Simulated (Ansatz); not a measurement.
# C5H12S: how energies converge with the basis set

The task here is to estimate one member of a computed series from the others.

The runs use Ansatz 0.2.0, Gaussian basis; one geometry, several basis sets.

Plan: PBE0-D4/def2-SVP; ωB97M-V/def2-SVP; PBE0-D4/def2-QZVPP; ωB97M-V/def2-QZVPP; the functionals' def2-TZVPP values are taken from earlier runs.

### The geometry

The geometry comes from an earlier relaxation with PBE0-D4 in a triple-zeta def2 set; it is a stationary point, not always the lowest conformer.

SMILES `CCCCCS`, 18 atoms, charge 0, spin multiplicity 1.

Atoms are counted from 1 here; the program's logs count them from 0.

Bond lengths: C1–C2 1.519 Å, C1–H7 1.094 Å, C1–H8 1.093 Å, C1–H9 1.092 Å, C2–C3 1.520 Å, C2–H10 1.097 Å, C2–H11 1.095 Å, C3–C4 1.521 Å, C3–H12 1.095 Å, C3–H13 1.096 Å, C4–C5 1.520 Å, C4–H14 1.096 Å, C4–H15 1.098 Å, C5–S6 1.814 Å, C5–H16 1.091 Å, C5–H17 1.093 Å, S6–H18 1.343 Å. Angles: C2–C1–H7 111.1°, C2–C1–H8 110.9°, C2–C1–H9 111.7°, H7–C1–H8 107.5°, H7–C1–H9 107.7°, H8–C1–H9 107.7°, C1–C2–C3 112.5°, C1–C2–H10 109.7°, C1–C2–H11 109.0°, C3–C2–H10 109.4°, C3–C2–H11 109.7°, H10–C2–H11 106.3°, C2–C3–C4 114.4°, C2–C3–H12 109.1°, C2–C3–H13 109.0°, C4–C3–H12 109.3°, C4–C3–H13 108.4°, H12–C3–H13 106.4° and more.

The first run:

Input file in.yaml:

```yaml
crystal:
  periodic: [false, false, false]
  atoms:
    - {symbol: C, position_ang: [-0.997007, 2.375136, 0.023011]}
    - {symbol: C, position_ang: [-0.912147, 0.862594, 0.131281]}
    - {symbol: C, position_ang: [0.488643, 0.381765, 0.474597]}
    - {symbol: C, position_ang: [0.598993, -1.118311, 0.702340]}
    - {symbol: C, position_ang: [0.202491, -1.989992, -0.478697]}
    - {symbol: S, position_ang: [1.128654, -1.684544, -2.007874]}
    - {symbol: H, position_ang: [-0.717322, 2.853916, 0.965752]}
    - {symbol: H, position_ang: [-0.320232, 2.749981, -0.749768]}
    - {symbol: H, position_ang: [-2.006867, 2.704975, -0.231178]}
    - {symbol: H, position_ang: [-1.617130, 0.506000, 0.892426]}
    - {symbol: H, position_ang: [-1.233857, 0.418363, -0.816634]}
    - {symbol: H, position_ang: [1.175438, 0.677163, -0.325482]}
    - {symbol: H, position_ang: [0.830199, 0.894896, 1.380673]}
    - {symbol: H, position_ang: [1.625795, -1.365687, 0.993245]}
    - {symbol: H, position_ang: [-0.035794, -1.405565, 1.550608]}
    - {symbol: H, position_ang: [0.287212, -3.046950, -0.220821]}
    - {symbol: H, position_ang: [-0.838882, -1.817961, -0.760757]}
    - {symbol: H, position_ang: [2.341824, -1.995770, -1.522725]}
basis:
  gaussian: {orbitals: def2-SVP}
hamiltonian: {xc: pbe0, dispersion: d4}
output: {orbitals: {seedname: orbitals}}
```

Started as:

```bash
ansatz run in.yaml --threads 2 --pin off --events-out ev --progress --plain --max-ram 32768MiB --backend cpu
```

Among the steps run: PBE0-D4 in def2-SVP; ωB97M-V in def2-SVP; PBE0-D4 in def2-QZVPP; ωB97M-V in def2-QZVPP.

One of the session's tables, all rows but one given; the rest of the session is left out.

It belongs to the step «Functionals by basis». 

```
functional       basis  HOMO (eV)  LUMO (eV)
   PBE0-D4    def2-SVP          ?          ?
   PBE0-D4  def2-TZVPP      -6.73       0.56
   PBE0-D4  def2-QZVPP      -6.76       0.32
   ωB97M-V    def2-SVP      -8.83       2.98
   ωB97M-V  def2-TZVPP      -8.98       2.23
   ωB97M-V  def2-QZVPP      -9.02       1.73
```

Estimate the missing values for PBE0-D4, def2-SVP.

As computed: HOMO (eV): -6.60; LUMO (eV): 1.11. In the column «HOMO (eV)» it is the highest.
